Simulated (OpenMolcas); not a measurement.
**One shape, several levels: SiHOF (SMILES O[Si]F)**

Aim: a comparison of 6 runs (HF/STO-3G, B3LYP/STO-3G, SVWN5/STO-3G, UPBE/STO-3G, r2SCAN/STO-3G, CISD/STO-3G) of SiHOF. 

The calculation is run with OpenMolcas 26.06.

3 further runs of the same task are left out: 3 that didn't finish.

**1. The molecule**

SiHOF has 4 atoms, charge 0, and is taken as a singlet. As SMILES, `O[Si]F`. The Si2–F3 distance was set to 3.297 Å, away from the relaxed value. At this shape a bond of the SMILES string is far longer than usual.

Bond lengths: O1–Si2 1.607 Å, O1–H4 0.960 Å. Angles: Si2–O1–H4 126.0°.

**2. A single-point energy at HF/STO-3G (run 1)**

The input, job.inp:

```
&GATEWAY
BasLib
$CurrDir
Coord
4
bohr
O     -2.25605898     3.83312047     1.17996578
Si    -0.68613121     2.59045547     3.46313288
F      1.70680064    -2.29480782     0.42758833
H     -2.35396569     3.19906066    -0.51742402
Basis
STO-3G
Group
NoSym
&SEWARD
&SCF
Thresholds
1e-10 1e-07 1e-07 1e-05
PrOrbitals
1 1
```

The basis set STO-3G is read from a file made from the Basis Set Exchange's data (not shown).

The run is started by

```sh
export MOLCAS_MEM=1860
pymolcas job.inp > job.log
```

Standard output:

```text
--- Start Module: gateway ---
[...]
--- Stop Module: gateway /rc=_RC_ALL_IS_WELL_ ---
--- Start Module: seward ---
[...]
      Basis functions           20
--- Stop Module: seward /rc=_RC_ALL_IS_WELL_ ---
--- Start Module: scf ---
[...]
       Convergence after  21 Iterations
[...]
::    Total SCF energy                               -457.7342460754
[...]
      Total spin, S                                     0.0000000000
[...]
      Total electronic charge=   32.000000
      Total            charge=   -0.000000
[...]
      Dipole Moment (debye):
      Origin of the operator (angstrom)=   -0.2087    0.7726    1.0204
                   X= -2.3508E+00               Y=  4.2057E+00               Z=  1.6844E+00           Total=  5.1041E+00
      Quadrupole Moment (debye*angstrom):
[...]
--- Stop Module: scf /rc=_RC_ALL_IS_WELL_ ---
[...]
```

Wall time 1.5 s (1 thread of Arm Neoverse V2, shared host); peak memory 0.37 GiB.

**3. A single-point energy at B3LYP/STO-3G (run 2)**

job.inp, as its differences from that of step 2:

```diff
@@ -1 +1,3 @@
+* FHOSi Kohn-Sham DFT
+>>> EXPORT MOLCAS_PRINT=2
 &GATEWAY
@@ -15,3 +17,8 @@
 &SEWARD
+GridInput
+Grid=UltraFine
+End of Grid
 &SCF
+KSDFT
+B3LYP
 Thresholds
```

The basis set STO-3G is read from a file made from the Basis Set Exchange's data (not shown).

The run is started by

```sh
export MOLCAS_MEM=1860
pymolcas job.inp > job.log
```

Standard output:

```text
--- Start Module: gateway ---
[...]
--- Stop Module: gateway /rc=_RC_ALL_IS_WELL_ ---
--- Start Module: seward ---
[...]
      Basis functions           20
--- Stop Module: seward /rc=_RC_ALL_IS_WELL_ ---
--- Start Module: scf ---
[...]
       Convergence after  23 Iterations
[...]
::    Total KS-DFT energy                            -459.0350096377
[...]
      Total spin, S                                     0.0000000000
[...]
      Total electronic charge=   32.000000
      Total            charge=   -0.000000
[...]
      Dipole Moment (debye):
      Origin of the operator (angstrom)=   -0.2087    0.7726    1.0204
                   X= -1.8160E+00               Y=  2.8280E+00               Z=  3.8339E-01           Total=  3.3827E+00
      Quadrupole Moment (debye*angstrom):
[...]
--- Stop Module: scf /rc=_RC_ALL_IS_WELL_ ---
[...]
```

It took 6 s on 1 thread of Arm Neoverse V2, shared host; peak memory 0.37 GiB.

Runs 3 to 4 aren't shown in full; the table further down has their settings and results.

**4. A single-point energy at r2SCAN/STO-3G (run 5)**

The input, job.input:

```
&GATEWAY
 BasLib
 $CurrDir
 Coord
 4
 bohr
 O     -2.25605898     3.83312047     1.17996578
 Si    -0.68613121     2.59045547     3.46313288
 F      1.70680064    -2.29480782     0.42758833
 H     -2.35396569     3.19906066    -0.51742402
 Basis
 STO-3G
 Group
 NoSym

&SEWARD
 GridInput
 Grid=UltraFine
 End of Grid

&SCF
 KSDFT
 2
 1.0 MGGA_X_R2SCAN
 1.0 MGGA_C_R2SCAN
 Thresholds
 1e-10 1e-07 1e-07 1e-05
 PrOrbitals
 1 1
```

The basis set STO-3G is read from a file made from the Basis Set Exchange's data (not shown).

The run is started by

```sh
export MOLCAS_MEM=1860
pymolcas job.input > job.log
```

Standard output:

```text
--- Start Module: gateway ---
[...]
--- Stop Module: gateway /rc=_RC_ALL_IS_WELL_ ---
--- Start Module: seward ---
[...]
      Basis functions           20
--- Stop Module: seward /rc=_RC_ALL_IS_WELL_ ---
--- Start Module: scf ---
[...]
       Convergence after  47 Iterations
[...]
::    Total KS-DFT energy                            -458.9884180265
[...]
      Total spin, S                                     0.0000000000
[...]
      Total electronic charge=   32.000000
      Total            charge=   -0.000000
[...]
      Dipole Moment (debye):
      Origin of the operator (angstrom)=   -0.2087    0.7726    1.0204
                   X=  7.1594E+00               Y= -1.4826E+01               Z= -9.5430E+00           Total=  1.9030E+01
      Quadrupole Moment (debye*angstrom):
[...]
--- Stop Module: scf /rc=_RC_ALL_IS_WELL_ ---
[...]
```

Run time: 12 s. Hardware: 1 thread of Arm Neoverse V2, shared host; peak memory 0.37 GiB.

**5. A single-point energy at CISD/STO-3G (run 6)**

The input, job.inp:

```
&GATEWAY
 BASLIB = $CurrDir
 COORD
 4
 bohr
 O     -2.25605898     3.83312047     1.17996578
 Si    -0.68613121     2.59045547     3.46313288
 F      1.70680064    -2.29480782     0.42758833
 H     -2.35396569     3.19906066    -0.51742402
 BASIS = STO-3G
 GROUP = NoSym

&SEWARD

&SCF
 THRESHOLDS = 1e-10 1e-07 1e-07 1e-05
 PRORBITALS = 1 1

&MOTRA
 FROZEN = 7

&GUGA
 ELECTRONS = 18
 SPIN = 1
 INACTIVE = 9
 ACTIVE = 0
 CIALL = 1

&CPF
 SDCI
```

The basis set STO-3G is read from a file made from the Basis Set Exchange's data (not shown).

The run is started by

```sh
export MOLCAS_MEM=1860
pymolcas job.inp > job.log
```

Standard output:

```text
--- Start Module: gateway ---
[...]
--- Stop Module: gateway /rc=_RC_ALL_IS_WELL_ ---
[...]
      Basis functions           20
[...]
       Convergence after  21 Iterations
[...]
::    Total SCF energy                               -457.7342460754
[...]
      Total spin, S                                     0.0000000000
[...]
      *** WARNING: Default frozen orbitals is overwritten by user input.
      *** Default values:   4
[...]
--- Start Module: guga ---
[...]
--- Stop Module: guga /rc=_RC_ALL_IS_WELL_ ---
--- Start Module: cpf ---
[...]
      Active orbitals                            0       0
[...]
      Spin quantum number                      0.0
[...]
     FINAL CI ENERGY          -457.96959509
     FINAL CORRELATION ENERGY   -0.23534901  REFERENCE ENERGY    -457.73424608
[...]
     REL. CI ENERGY           -457.96959509
[...]
      Total electronic charge=   32.000000
      Total            charge=    0.000000
[...]
      Dipole Moment (debye):
      Origin of the operator (angstrom)=   -0.2087    0.7726    1.0204
                   X= -9.3331E-02               Y= -2.5384E-01               Z= -8.5358E-01           Total=  8.9540E-01
      Quadrupole Moment (debye*angstrom):
[...]
--- Stop Module: cpf /rc=_RC_ALL_IS_WELL_ ---
[...]
```

Wall time 1.7 s (1 thread of Arm Neoverse V2, shared host); peak memory 0.37 GiB.

**6. The series**

```tsv
run	level	integration grid	scramble	energy (Eh)	dipole moment (D) of the reference	HOMO energy (eV)	LUMO energy (eV)	wall time
1	HF/STO-3G	–	–	-457.734246	5.10	-1.51	4.09	1.5 s
2	B3LYP/STO-3G	UltraFine	–	-459.035010	3.38	-0.22	1.47	6 s
3	SVWN5/STO-3G	UltraFine	–	-456.671489	20.45	–	–	8.1 s
4	UPBE/STO-3G	UltraFine	0.25	-458.749490	2.29	0.91	1.31	28 s
5	r2SCAN/STO-3G	UltraFine	–	-458.988418	19.03	–	–	12 s
6	CISD/STO-3G	–	–	-457.969595	5.10	-1.51	4.09	1.7 s
```

**7. Results**

| quantity | value |
| --- | --- |
| run 6: total energy | -457.96960 Eh |
| run 6: dipole moment (mean-field density) | 5.10 D |
| run 6: HOMO energy (Hartree–Fock orbitals) | -1.51 eV |
| run 6: LUMO energy (Hartree–Fock orbitals) | 4.09 eV |
| run 6: HOMO–LUMO gap (Hartree–Fock orbitals) | 5.60 eV |
| run 6: correlation energy (7 core orbitals frozen) | -235.3 mEh |

In words: Over runs 1, 2, 3, 4, 5 the dipole moment (its size) runs from 2.29 D (UPBE/STO-3G) to 20.45 D (SVWN5/STO-3G). The two dipoles point in opposite directions. So wide a spread suggests that the runs ended on unlike SCF solutions, not only an effect of the method. Over runs 1, 2, 4 the HOMO–LUMO gap runs from 0.40 eV (UPBE/STO-3G) to 5.60 eV (HF/STO-3G). Totals of different functionals can't be ranked against each other. In runs 1, 2, 3, 4, 5, 6 the basis is minimal, so the values are rough. In runs 1, 2, 3, 5, 6 a closed-shell determinant meets a far-stretched bond, which it describes badly. Spin contamination of the reference: run 4 ⟨S²⟩ = 0.73. Where it is this large, the reference is a mixture of spin states, and values that rest on it are in doubt. All runs together took 57 s, the longest 28 s.
